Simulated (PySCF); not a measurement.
C₃H₉N, SMILES CN(C)C (connectivity only; charge and spin as stated), charge +1, multiplicity 2. Atoms are numbered in the order given.

```xyz
13

C     -1.3771    -0.4330     0.0000
N      0.0000     0.0000     0.0000
C      0.3135     1.4091     0.0000
C      1.0636    -0.9761     0.0000
H     -1.5591    -1.0641    -0.8894
H     -2.0556     0.4279     0.0000
H     -1.5591    -1.0641     0.8894
H     -0.1419     1.8823    -0.8894
H      1.3983     1.5663     0.0000
H     -0.1419     1.8823     0.8894
H      1.7011    -0.8182    -0.8894
H      1.7011    -0.8182     0.8894
H      0.6573    -1.9941     0.0000
```
Charge +1, spin multiplicity 2.

Coordinates come from a B3LYP-D3(BJ)/def2-SVP optimisation. The multiplicity is an assumed one; other spin states were not compared.

Computed with PySCF with B3LYP/pcH-1.

Unrestricted Kohn–Sham, ⟨S²⟩ = 0.754. Hyperfine tensors hold the contact and dipolar terms, without spin-orbit corrections.

Q: Estimate the hyperfine couplings. (Estimate from the structure and the level; the computed values follow.)

A: 
```
nucleus    A(iso) (MHz)  A(iso) (G)  dipolar principal values (MHz)
---------  ------------  ----------  ------------------------------
13C no. 1         -29.8       -10.6                  -5.0, 0.4, 4.7
14N no. 2          44.4        15.9              -42.1, -42.1, 84.2
13C no. 3         -29.8       -10.6                  -5.0, 0.4, 4.7
13C no. 4         -29.8       -10.6                  -5.0, 0.4, 4.7
1H no. 5          132.8        47.4                -6.7, -3.6, 10.2
1H no. 6            0.7         0.3                 -4.4, -4.4, 8.9
1H no. 7          132.8        47.4                -6.7, -3.6, 10.2
1H no. 8          132.8        47.4                -6.7, -3.6, 10.3
1H no. 9            0.7         0.3                 -4.4, -4.4, 8.9
1H no. 10         132.8        47.4                -6.7, -3.6, 10.3
1H no. 11         132.8        47.4                -6.7, -3.6, 10.3
1H no. 12         132.8        47.4                -6.7, -3.6, 10.3
1H no. 13           0.7         0.3                 -4.4, -4.4, 8.9
```
